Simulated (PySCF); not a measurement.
State search for ClF

Unrestricted PBE0; PySCF, spin-free X2C with a Gaussian nucleus, basis sets Cl x2c-TZVPPall, F x2c-TZVPPall. Outer shells of the fragments: Cl 3s2 3p5; F 2s2 2p5.

Followed along the bond (rough minima from three points):

```json
{"2Ms+1": "1", "unpaired": "none", "⟨S²⟩ at the start": "0.00", "R at minimum (Å)": "1.62", "Te (eV)": "0.00"}
{"2Ms+1": "3", "unpaired": "σ ↑, π ↑", "⟨S²⟩ at the start": "2.01", "R at minimum (Å)": "none in the scan", "Te (eV)": "≤ 2.56"}
```

Solutions found at the starting distance of 1.585 Å, counted from the lowest of them; the search is not exhaustive and high or unbound solutions are not listed, so other states can lie among these:

```
2Ms+1  unpaired   term  E (eV)  ⟨S²⟩  ⟨Lz²⟩  μ (D)
    1      none    ¹Σ⁺    0.00  0.00   0.00  -0.81
    3  σ ↑, π ↑     ³Π    3.35  2.01   1.01  -0.72
    1  σ ↓, π ↑  mixed    3.76  1.01   1.01  -0.66
    3      π ↑↑    ³Σ⁻    8.10  2.01   0.00  -0.28
    3      σ ↑↑    ³Σ⁺    8.70  2.00   0.00   0.96
```

A term symbol is given only where ⟨S²⟩ and ⟨Lz²⟩ are close to those of a pure state; real π, δ and φ orbitals otherwise mix terms. A positive dipole means Cl(−)F(+).

Counting both spins, an empty level lies below a filled one in some of these solutions, because spin and occupation are held.
